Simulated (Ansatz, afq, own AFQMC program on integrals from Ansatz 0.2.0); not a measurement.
**SiH$_{4}$, triplet in 6-31G, levels against full CI**

```tsv
atom	x (Å)	y (Å)	z (Å)
Si	0.0002	-0.0205	-0.0203
H	-0.0182	1.7172	1.7053
H	-0.0163	-1.0981	1.0646
H	0.0167	1.0572	-1.1053
H	0.0117	-1.1056	-1.0979
```

Basis 6-31G. Noble-gas cores (and the filled d shells of Ga–Kr and In–Xe) are frozen. Integrals, coupled cluster, full CI and functionals: Ansatz 0.2.0; the random walks run on the same integrals in our own AFQMC program. ph-AFQMC/CISD is guided by a CISD state made of CCSD amplitudes; releasing the constraint for a short imaginary time cuts its bias at the price of noise, slowly where states lie close. Uncertainties: one standard error, sampling alone.

Determinant: UHF, the one that the program's search chose, which needn't be the lowest solution. The geometry is a point of a scan.

Full CI on the same integrals is exact in this basis and with this determinant's frozen core.

Cautions: lower spins were not checked.

- T1 diagnostic: 0.0211
- weight of the determinant in the CISD state: 0.915
- ⟨S²⟩ of the determinant: 2.020
- size of the correlated space: 8 electrons in 16 orbitals

Reference: full CI, correlation energy -2.249 eV. The released energy is read at 2.40 1/Eh (meV from the phaseless value at times in 1/Eh: -1.3 ± 1.1 at 0.24, -1.9 ± 0.8 at 0.51, -3.3 ± 0.8 at 0.99, -3.5 ± 0.4 at 1.62, -3.1 ± 0.6 at 2.40).

```json
{"level": "HF", "E − E(reference) (kJ/mol)": "217.0", "share of correlation (%)": "0.00"}
{"level": "MP2", "E − E(reference) (kJ/mol)": "74.8", "share of correlation (%)": "65.54"}
{"level": "CCSD", "E − E(reference) (kJ/mol)": "3.9", "share of correlation (%)": "98.19"}
{"level": "CCSD(T)", "E − E(reference) (kJ/mol)": "1.3", "share of correlation (%)": "99.38"}
{"level": "CCSDT", "E − E(reference) (kJ/mol)": "0.1", "share of correlation (%)": "99.96"}
{"level": "CCSDT(Q)", "E − E(reference) (kJ/mol)": "0.0", "share of correlation (%)": "100.00"}
{"level": "CCSDTQ", "E − E(reference) (kJ/mol)": "0.0", "share of correlation (%)": "100.00"}
{"level": "ph-AFQMC/HF", "E − E(reference) (kJ/mol)": "1.9 ± 1.7", "share of correlation (%)": "99.10"}
{"level": "ph-AFQMC/CISD", "E − E(reference) (kJ/mol)": "0.4 ± 0.1", "share of correlation (%)": "99.80"}
{"level": "released AFQMC", "E − E(reference) (kJ/mol)": "0.1 ± 0.05", "share of correlation (%)": "99.94"}
```

CCSDT and higher add their correlation energy to the determinant of the CCSD(T) run, since their own runs factorise the integrals more tightly (a shift of under 2 meV). A walk keeps the symmetry of its determinant, which the program's search chose and which needn't be the lowest solution, so a lower state of the same spin and another symmetry isn't excluded. Released energies are given only where the last usable release times agree within the noise; a slower fall can still hide under it.
